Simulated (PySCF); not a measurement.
Orbital energies and ionisation energy

1,2-dimethyl-1,2-diazetidine, C4H10N2.
Numbering: `[CH3:1][N:2]1[CH2:3][CH2:4][N:5]1[CH3:6]` (hydrogens: H7, H8, H9 on C1; H10, H11 on C3; H12, H13 on C4; H14, H15, H16 on C6)

Geometry (PBE0-D3(BJ)/def2-SVP, Å), atoms numbered from 1 in this order:
```xyz
16
C4H10N2 angstrom
C     -1.3796   -1.3121   -0.2572
N     -0.5708   -0.3028    0.3721
C     -1.0204    1.0848    0.2284
C      0.4244    1.4389   -0.1162
N      0.6347    0.0135   -0.3834
C      1.8204   -0.5793    0.1745
H     -1.6165   -1.0767   -1.3158
H     -0.8591   -2.2816   -0.2247
H     -2.3179   -1.4203    0.3088
H     -1.4652    1.5273    1.1322
H     -1.7069    1.2303   -0.6281
H      0.6111    2.1066   -0.9705
H      0.9905    1.8019    0.7639
H      2.6980   -0.1966   -0.3694
H      1.9396   -0.3659    1.2572
H      1.7944   -1.6710    0.0356
```

Level: CAM-B3LYP/def2-SVPD (PySCF). Frontier orbitals with their largest atomic shares (Löwdin; up to four atoms above 4 %):

```
orbital  ε (eV)                          main atoms
 HOMO−3  -11.38  C1 14 %, C6 14 %, C4 10 %, C3 10 %
 HOMO−2  -10.91  C3 20 %, C4 20 %, N5 11 %, N2 11 %
 HOMO−1   -9.31    N2 26 %, N5 26 %, C1 8 %, C6 8 %
   HOMO   -7.05                                   ?
   LUMO    1.54  C6 12 %, C1 12 %, C4 12 %, C3 12 %
 LUMO+1    1.93   C6 13 %, C1 13 %, H14 9 %, H9 9 %
 LUMO+2    2.04    C1 10 %, C6 10 %, C4 9 %, C3 9 %
```

Question: What vertical ionisation energy does ΔSCF give, and how far is −ε(HOMO) from it?

Answer: ΔSCF: 7.77 eV (750 kJ/mol; threshold wavelength 160 nm); ⟨S²⟩ of the doublet left behind is 0.756, against 0.75 for a pure doublet. −ε(HOMO) is 7.05 eV, 0.72 eV below it. For the exact functional −ε(HOMO) would equal the first vertical ionisation energy; CAM-B3LYP (range-separated hybrid) falls short of its own ΔSCF value by 9 %. Holes in the HOMO−1 and HOMO−2 were tried too where these lie within 1.2 eV of the HOMO; the lowest converged state counts.

Question: On which atoms does the HOMO lie?

Answer: N5 (hydrazine nitrogen) 36 %, N2 (hydrazine nitrogen) 36 %, C6 (N-methyl carbon) 5 %, C1 (N-methyl carbon) 5 %, so no atom holds as much as 40 %. The HOMO−1 lies 2.26 eV lower.

Question: What kinetic energy would electrons from this vertical process carry with He I light (21.218 eV)?

Answer: 21.22 − 7.77 = 13.45 eV.

Question: With α = 66.2 au, estimate the like-pair dispersion coefficient by London's formula C6 = (3/4)α²I.

Answer: I = 0.2855 Eh, so C6 ≈ 937 au, a rough estimate.

Question: How many of the 10 lowest singlet excitations (vertical TDDFT, same level) lie below the ionisation energy?

Answer: 7; they run from 5.83 to 8.09 eV.

Isolated species at its PBE0-D3(BJ)/def2-SVP geometry (one conformer only).
